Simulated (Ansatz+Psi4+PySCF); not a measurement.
Two shapes of doublet CF₃.

Shape 1:

```xyz
4

C     0.0000    0.0000    0.3410
F     0.0000    1.2582   -0.1287
F     1.0896   -0.6291   -0.1287
F    -1.0896   -0.6291   -0.1287
```

Shape 2:

```xyz
4

C    -0.0051    0.0191    0.3439
F     0.0086    1.2401   -0.1292
F     1.0871   -0.6101   -0.1230
F    -1.0813   -0.6472   -0.1294
```

Basis set: cc-pVTZ (spherical functions). Left uncorrelated: 4 orbitals. Correlation on ROHF uses semicanonical orbitals with singles. Charge 0, multiplicity 2.

Computed with Ansatz (development build ahead of 0.2.0) and Psi4 1.11; each method stands on the lowest determinant of its kind that the runs found.

(1) Which shape is lower in energy, and by how much in each method?

## Answers

(1)

| method | E(2) − E(1) (eV) |
| --- | --- |
| ROHF | -0.026 |
| UHF | -0.026 |
| ROHF-MP2 | 0.008 |
| UHF-MP2 | 0.008 |

The methods disagree on the order.
